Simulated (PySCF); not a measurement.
# How methods differ on the ionisation energy of Si

Si [Ne] 3s2 3p2 (3P) → Si⁺ [Ne] 3s2 3p1 (2P), as a difference of total energies. Calculation: PySCF 2.14, in x2c-TZVPall (5s5p2d1f, 37 functions); the spin-free X2C one-electron Hamiltonian (Gaussian nucleus). Correlated levels: valence: [Ne] frozen. The calculations carry no spin-orbit coupling.

```tsv
method	ionisation energy (eV)
UHF	7.630
M06-L	8.024
MP2 (valence)	8.026
SCS-MP2 (valence)	7.942
CCSD (valence)	8.057
```

Task: Estimate what B3LYP gives.

Result: 8.100 eV, closest to CCSD (valence) among the rows shown.

Task: Estimate what CCSD(T) (valence) gives.

Result: 8.094 eV, closest to CCSD (valence) among the rows shown.

Errors of the correlated levels include the incompleteness of this basis and the frozen core.

For comparison: 8.157 eV (measured; NIST levels, between the centres of gravity of the two terms).
